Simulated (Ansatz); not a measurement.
Two shapes of singlet NO2(+).

Shape 1:

```xyz
3

O     0.0000    0.0000   -1.2650
N     0.0000    0.0000    0.0000
O     0.0000    0.0000    1.2650
```

Shape 2:

```xyz
3

O     0.0000    0.0000   -1.0925
N     0.0000    0.0000    0.0000
O     0.0000    0.0000    1.0925
```

Basis set: def2-SVP (spherical functions). Correlated methods keep 3 orbitals frozen. Charge 1, multiplicity 1.

Computed with Ansatz (development build ahead of 0.2.0); each method stands on the lowest determinant of its kind that the runs found.

Which shape is lower in energy, and by how much in each method?

```
     method  E(2) − E(1) (eV)
        UHF            -2.932
    RHF-MP2            -0.905
    UHF-MP2            -5.754
RHF-CCSD(T)            -1.355
UHF-CCSD(T)            -1.412
```

Shape 2 is lower. Caution for UHF, UHF-MP2, UHF-CCSD(T): the unrestricted determinant is a mixture of spin states; the determinant may break the point group. Caution for RHF-MP2, RHF-CCSD(T): an unrestricted determinant lies well below. Caution for UHF-MP2, UHF-CCSD(T): another reference gives a lower total.
